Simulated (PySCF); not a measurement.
# CH6NSi− (SMILES C[N-][SiH3]): MP2/def2-TZVPD

What is the vertical singlet–triplet gap of CH6NSi− at MP2/def2-TZVPD? Input form: a Python script.

The calculation is run with PySCF 2.14.0.

## Step 1: The molecule

The species is CH6NSi− (9 atoms), meant as a singlet with charge -1. SMILES: `C[N-][SiH3]`. The coordinates come from a GFN2-xTB relaxation.

Bond lengths: C1–N2 1.417 Å, N2–Si3 1.647 Å, C1–H4 1.113 Å, C1–H5 1.106 Å, C1–H6 1.113 Å, Si3–H7 1.522 Å, Si3–H8 1.521 Å, Si3–H9 1.489 Å. Some angles: C1–N2–Si3 123.9°, N2–C1–H4 114.6°, N2–C1–H5 109.5°, N2–C1–H6 114.6°, N2–Si3–H7 120.3°, N2–Si3–H8 120.5°, N2–Si3–H9 107.2°, H4–C1–H5 106.2°, H4–C1–H6 105.2°, H5–C1–H6 106.2°.

## Step 2: The energy at MP2/def2-TZVPD

run.py reads:

```python
from pyscf import gto, scf, mp

mol = gto.M(
    atom='''
C   -0.712670   0.919970  -0.811790
N   -0.509930   0.391650   0.487660
Si   0.578670  -0.793220   0.839100
H    0.184970   1.402450  -1.260460
H   -1.495620   1.699930  -0.774320
H   -1.052450   0.176080  -1.567380
H    2.062060  -0.577760   0.574520
H    0.451190  -2.171650   0.208950
H    0.493780  -1.047460   2.303720
''',
    max_memory=1860,
    verbose=4,
    charge=-1,
    basis='def2-tzvpd',
)

mf = scf.RHF(mol)
mf.conv_tol = 1e-10
mf.kernel()
if not mf.converged:
    mf = mf.newton().run(mf.mo_coeff, mf.mo_occ)

pt = mp.MP2(mf, frozen=7).run()
e_tot = pt.e_tot
print(f'total energy: {e_tot:.8f} hartree')
```

Command:

```
OMP_NUM_THREADS=1 python run.py
```

Log:

```text
PySCF version 2.14.0

[INPUT] num. atoms = 9
[INPUT] num. electrons = 34
[INPUT] charge = -1
[INPUT] spin (= nelec alpha-beta = 2S) = 0
[INPUT] symmetry False subgroup None
[INPUT] Mole.unit = angstrom
[INPUT] Symbol           X                Y                Z      unit          X                Y                Z       unit  Magmom
[INPUT]  1 C     -0.712670000000   0.919970000000  -0.811790000000 AA   -1.346751117194   1.738491342816  -1.534060770661 Bohr   0.0
[INPUT]  2 N     -0.509930000000   0.391650000000   0.487660000000 AA   -0.963628042699   0.740111236686   0.921543841905 Bohr   0.0
[INPUT]  3 Si     0.578670000000  -0.793220000000   0.839100000000 AA    1.093527816502  -1.498968556527   1.585669191123 Bohr   0.0
[INPUT]  4 H      0.184970000000   1.402450000000  -1.260460000000 AA    0.349542641261   2.650246403396  -2.381924190969 Bohr   0.0
[INPUT]  5 H     -1.495620000000   1.699930000000  -0.774320000000 AA   -2.826312186422   3.212402130932  -1.463252732773 Bohr   0.0
[INPUT]  6 H     -1.052450000000   0.176080000000  -1.567380000000 AA   -1.988842259798   0.332742976013  -2.961918933121 Bohr   0.0
[INPUT]  7 H      2.062060000000  -0.577760000000   0.574520000000 AA    3.896728652421  -1.091808165729   1.085685453085 Bohr   0.0
[INPUT]  8 H      0.451190000000  -2.171650000000   0.208950000000 AA    0.852625530143  -4.103823738412   0.394858273728 Bohr   0.0
[INPUT]  9 H      0.493780000000  -1.047460000000   2.303720000000 AA    0.933108965788  -1.979412526437   4.353399867683 Bohr   0.0

nuclear repulsion = 108.601580065052
number of shells = 71
number of NR pGTOs = 239
number of NR cGTOs = 171
basis = def2-tzvpd
ecp = {}

******** <class 'pyscf.scf.hf.RHF'> ********
method = RHF
initial guess = minao
damping factor = 0
level_shift factor = 0
DIIS = <class 'pyscf.scf.diis.CDIIS'>
diis_start_cycle = 1
diis_space = 8
diis_damp = 0
SCF conv_tol = 1e-10
SCF conv_tol_grad = None
SCF max_cycles = 50
direct_scf = True
direct_scf_tol = 1e-13
Set gradient conv threshold to 1e-05
Initial guess from minao.
init E= -384.697311172437
  HOMO = -0.224227069411157  LUMO = 0.0534452619388156  gap/eV = 7.55585
cycle= 1 E= -384.673136530814  delta_E= 0.0242  |g|= 0.529  |ddm|= 2.16
  HOMO = 0.000428847225929042  LUMO = 0.199453743738146  gap/eV = 5.41574
cycle= 2 E= -384.718963984622  delta_E= -0.0458  |g|= 0.388  |ddm|= 1.44
  HOMO = -0.106359919544014  LUMO = 0.201632396079324  gap/eV = 8.38090
cycle= 3 E= -384.753289060273  delta_E= -0.0343  |g|= 0.055  |ddm|= 0.547
  HOMO = -0.106492862834679  LUMO = 0.20211906538688  gap/eV = 8.39776
cycle= 4 E= -384.754522124874  delta_E= -0.00123  |g|= 0.0119  |ddm|= 0.207
  HOMO = -0.105789579664501  LUMO = 0.20194010051009  gap/eV = 8.37375
cycle= 5 E= -384.754590441655  delta_E= -6.83e-05  |g|= 0.00416  |ddm|= 0.055
  HOMO = -0.104808598644585  LUMO = 0.201915036867407  gap/eV = 8.34638
cycle= 6 E= -384.754601236408  delta_E= -1.08e-05  |g|= 0.0013  |ddm|= 0.0271
  HOMO = -0.104792075479963  LUMO = 0.201909911139976  gap/eV = 8.34579
cycle= 7 E= -384.754603228893  delta_E= -1.99e-06  |g|= 0.000427  |ddm|= 0.0135
  HOMO = -0.104747519258326  LUMO = 0.201903878329374  gap/eV = 8.34441
cycle= 8 E= -384.754603451507  delta_E= -2.23e-07  |g|= 9.6e-05  |ddm|= 0.00335
  HOMO = -0.104741501610723  LUMO = 0.201901883788685  gap/eV = 8.34419
cycle= 9 E= -384.754603461965  delta_E= -1.05e-08  |g|= 2.82e-05  |ddm|= 0.000729
  HOMO = -0.104732713088455  LUMO = 0.20190207177658  gap/eV = 8.34396
cycle= 10 E= -384.754603462797  delta_E= -8.32e-10  |g|= 9.02e-06  |ddm|= 0.000345
  HOMO = -0.104731544506341  LUMO = 0.201902030571894  gap/eV = 8.34392
cycle= 11 E= -384.754603462871  delta_E= -7.38e-11  |g|= 2.5e-06  |ddm|= 0.000107
  HOMO = -0.104730993894744  LUMO = 0.201902065642509  gap/eV = 8.34391
Extra cycle  E= -384.754603462876  delta_E= -5.29e-12  |g|= 1.29e-06  |ddm|= 1.57e-05
converged SCF energy = -384.754603462876

******** <class 'pyscf.mp.mp2.RMP2'> ********
nocc = 10, nmo = 164
frozen orbitals 7
E(RMP2) = -385.281458804653  E_corr = -0.52685534177665
E(SCS-RMP2) = -385.286653820321  E_corr = -0.532050357444813
E_corr(same-spin) = -0.115587753100578
E_corr(oppo-spin) = -0.411267588676072
total energy: -385.28145880 hartree
```

It took 15 s on 1 thread of Arm Neoverse V1, shared host; peak memory 1.1 GiB.

## Step 3: The triplet

run.py reads:

```python
from pyscf import gto, mp

mol = gto.Mole()
mol.atom = '''
C     -1.346751     1.738491    -1.534061
N     -0.963628     0.740111     0.921544
Si     1.093528    -1.498969     1.585669
H      0.349543     2.650246    -2.381924
H     -2.826312     3.212402    -1.463253
H     -1.988842     0.332743    -2.961919
H      3.896729    -1.091808     1.085685
H      0.852626    -4.103824     0.394858
H      0.933109    -1.979413     4.353400
'''
mol.verbose = 3
mol.max_memory = 1860
mol.unit = 'bohr'
mol.spin = 2
mol.charge = -1
mol.basis = 'def2-tzvpd'
mol.build()

mf = mol.UHF()
mf.conv_tol = 1e-10
mf.kernel()
if not mf.converged:
    mf = mf.newton().run(mf.mo_coeff, mf.mo_occ)

pt = mp.MP2(mf, frozen=7).run()
e_tot = pt.e_tot
print('E = %.10f Eh' % e_tot)
```

Command:

```
OMP_NUM_THREADS=1 python run.py
```

Log:

```text
WARN: HOMO 0.053445262639176 >= LUMO -0.224227070998637

converged SCF energy = -384.675075439408  <S^2> = 2.012011  2S+1 = 3.0079967
E(UMP2) = -385.149650377632  E_corr = -0.474574938223854
E(SCS-UMP2) = -385.156263382897  E_corr = -0.481187943488343
E = -385.1496503776 Eh
```

Wall time 59 s (1 thread of Arm Neoverse V1, shared host); peak memory 1.7 GiB.

## Step 4: Results

At MP2/def2-TZVPD, 7 core orbitals frozen:

```
                                                           quantity          value
                                              singlet: total energy  -385.28146 Eh
                       singlet: HOMO energy (Hartree–Fock orbitals)       -2.85 eV
                       singlet: LUMO energy (Hartree–Fock orbitals)        5.49 eV
     singlet: HOMO–LUMO gap (to an unbound level, set by the basis)        8.34 eV
               singlet: correlation energy (7 core orbitals frozen)     -526.9 mEh
                                              triplet: total energy  -385.14965 Eh
triplet: HOMO energy (Hartree–Fock orbitals) (highest over α and β)        1.66 eV
 triplet: LUMO energy (Hartree–Fock orbitals) (lowest over α and β)        4.87 eV
               triplet: correlation energy (7 core orbitals frozen)     -474.6 mEh
                         triplet: ⟨S²⟩ of the reference determinant          2.012
                   vertical energy of the triplet above the singlet       3.587 eV
```

What this shows: At this shape the triplet lies 3.59 eV (83 kcal/mol) above the singlet. For an anion a state so high probably lies above electron detachment. Mulliken charges (singlet) of the mean-field density run from -0.64 on N2 to +0.15 on Si3; in a basis this large or diffuse they mean little. Mulliken charges (triplet) of the mean-field density run from -4.06 on C1 to +1.32 on N2; in a basis this large or diffuse they mean little. The HOMO (triplet) lies at positive energy, 1.66 eV: the electron is unbound at this level or held by a compact basis; values depend on the basis.
